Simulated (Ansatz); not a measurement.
The input, for Ansatz 0.2.0:

```yaml
crystal:
  periodic: [false, false, false]
  atoms:
    - {symbol: Cl, position_ang: [0.000000, -0.554943, 1.851052]}
    - {symbol: Ge, position_ang: [0.000000, 0.541696, 0.000000]}
    - {symbol: Cl, position_ang: [0.000000, -0.554943, -1.851052]}
basis:
  gaussian: {orbitals: STO-3G}
total_charge: 1
magnetization: {spin_polarized: false, initial_magnetization: 1}
correlation: {method: ccsdt, electrons: outside_noble_gas}
scf: {lower_state_search: full}
output: {forces: true}
```

```sh
$ ansatz run in.yaml --threads 1 --pin off --events-out ev --progress --plain --max-ram 2393MiB
```

Output:

```
542 factors; integrals over basis functions are off by at most 3.6e-8 eV
mean field evaluation 1: about -80561.2175 eV, gradient 2.2e1 eV
mean field evaluation 2: about -80561.2338 eV, gradient 2.2e1 eV
mean field evaluation 4: about -80565.1371 eV, gradient 1.8e0 eV
mean field evaluation 8: about -80565.2452 eV, gradient 5.3e-5 eV
mean field evaluation 16: about -80565.2197 eV, gradient 2.6e-1 eV
mean field evaluation 32: about -80565.2355 eV, gradient 5.5e-1 eV
mean field evaluation 64: about -80556.8914 eV, gradient 3.0e1 eV
mean field evaluation 96: about -80565.2212 eV, gradient 2.4e-1 eV
mean field evaluation 128: about -80565.2442 eV, gradient 1.8e-6 eV
mean field evaluation 160: about -80561.0294 eV, gradient 2.6e0 eV
...
cycle  10  -1.79190874 eV  change   -1.8e-4 eV  update   1.6e-4
cycle  11  -1.79177209 eV  change    1.4e-4 eV  update   8.3e-5
cycle  12  -1.79179982 eV  change   -2.8e-5 eV  update   4.1e-5
cycle  13  -1.79178880 eV  change    1.1e-5 eV  update   2.1e-5
cycle  14  -1.79179857 eV  change   -9.8e-6 eV  update   1.3e-5
cycle  15  -1.79180411 eV  change   -5.5e-6 eV  update   8.4e-6
cycle  16  -1.79180055 eV  change    3.6e-6 eV  update   2.9e-6
cycle  17  -1.79179818 eV  change    2.4e-6 eV  update   1.3e-6
cycle  18  -1.79179827 eV  change   -9.0e-8 eV  update   6.0e-7
the calculation of the forces begins
mean field evaluation 256: about -80565.2219 eV, gradient 4.8e-2 eV
Total energy: -80567.03596635 eV, -2960.7839614652 hartree
Atom 0 at     0.000000    -0.554943     1.851052 Å, force    -0.000000     0.229849    -0.563481 eV/Å
Atom 1 at     0.000000     0.541696     0.000000 Å, force     0.000000    -0.459697    -0.000000 eV/Å
Atom 2 at     0.000000    -0.554943    -1.851052 Å, force     0.000000     0.229849     0.563481 eV/Å
Dipole moment:     0.000000     0.514339     0.000000 e Å
```

Forces (eV/Å):
```
Cl   0.000  0.230 -0.563
Ge   0.000 -0.460  0.000
Cl   0.000  0.230  0.563
```

Ran on 1 thread of Arm Neoverse V2, shared host: 4.3 s wall, 0.21 GiB peak host memory.
